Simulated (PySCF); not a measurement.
fluorine (F₂), SMILES FF.

Coordinates come from a B3LYP-D3(BJ)/def2-TZVPD optimisation.

Two levels are set side by side: TDDFT-PBE/def2-TZVPD (PySCF) and EOM-CCSD/aug-cc-pVDZ (PySCF). Vertical, same geometry; the bases differ. Differences are taken from unrounded values.

```csv
quantity,TDDFT-PBE
lowest singlet excitation (eV),4.45
lowest triplet excitation (TDA for PBE) (eV),3.00
```

### Question
These are the TDDFT-PBE values. What does EOM-CCSD give? (An estimate is asked for; the answer gives what the named calculation found.)

### Answer

```json
[
 {"quantity": "lowest singlet excitation (eV)", "EOM-CCSD": "4.83", "TDDFT-PBE minus EOM-CCSD": "-0.38"},
 {"quantity": "lowest triplet excitation (TDA for PBE) (eV)", "EOM-CCSD": "3.51", "TDDFT-PBE minus EOM-CCSD": "-0.51"}
]
```

A lower first singlet is the usual sign of a functional without exact exchange. Differences between two approximate levels are no errors against the true value.

Rough cost on one machine, each run with all the roots and properties that it gave: EOM-CCSD against TDDFT-PBE about 3 times.
